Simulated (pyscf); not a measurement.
**Four-centre exchange: Cl–C•(Cl)–Cl + HF -> F–C•(Cl)–Cl + HCl**

Gas phase, doublet surface, charge 0. Bonds broken: C2–Cl4, F5–H6. Bonds formed: C2–F5, Cl4–H6. Single points on ωB97X-D3(BJ)/def2-SVP structures (PySCF, gas phase).

Transition state (Å):

```xyz
6

Cl    -0.1172    -0.1364     1.7763
C     -1.1645    -0.4416     0.5009
Cl    -1.3963    -2.0427     0.0544
Cl    -2.4654     1.3375    -0.5035
F     -0.1093     0.1885    -0.9802
H     -0.8939     0.8158    -1.0938
```

One imaginary mode, 358i cm⁻¹; descent along it reached the two sides named.

```tsv
bond	change	reactant side (Å)	saddle	product side
C2–Cl4	breaks	1.722	2.422	3.4
F5–H6	breaks	0.926	1.011	2.225
C2–F5	forms	3.0	1.925	1.332
Cl4–H6	forms	2.373	1.758	1.284
```

Electronic energies relative to the separated reactants (kJ/mol):

```
level                   barrier  reaction energy  reverse barrier
----------------------  -------  ---------------  ---------------
ωB97X-D3(BJ)/def2-TZVP    212.5             +8.3            204.2
PBE/def2-TZVP             160.1             +3.5            156.6
r²SCAN/def2-TZVP          171.8             -0.5            172.3
B3LYP-D3(BJ)/def2-TZVP    179.7             +5.4            174.3
PBE0-D3(BJ)/def2-TZVP     197.4             +7.7            189.7
M06-2X/def2-TZVP          209.5             +6.7            202.9
ωB97M-D3(BJ)/def2-TZVP    200.0             +3.7            196.3
HF/def2-TZVP              286.4            -13.5            299.9
```

With ωB97M-D3(BJ)/def2-TZVP energies and thermal terms (ideal gas, 1 atm, RRHO with modes under 100 cm⁻¹ raised to 100, one conformer, R ln 2 for rigid chiral ones), in kJ/mol:

```json
[
 {"T (K)": "298", "ΔH‡": "196.0", "ΔG‡": "234.0", "ΔH": "+0.3", "ΔG": "-2.5"},
 {"T (K)": "600", "ΔH‡": "195.3", "ΔG‡": "273.0", "ΔH": "-0.7", "ΔG": "-5.0"},
 {"T (K)": "900", "ΔH‡": "196.1", "ΔG‡": "311.7", "ΔH": "-1.1", "ΔG": "-7.0"},
 {"T (K)": "1200", "ΔH‡": "197.7", "ΔG‡": "350.0", "ΔH": "-1.0", "ΔG": "-8.9"}
]
```

This is the saddle that the search found; another between the same sides may lie lower.
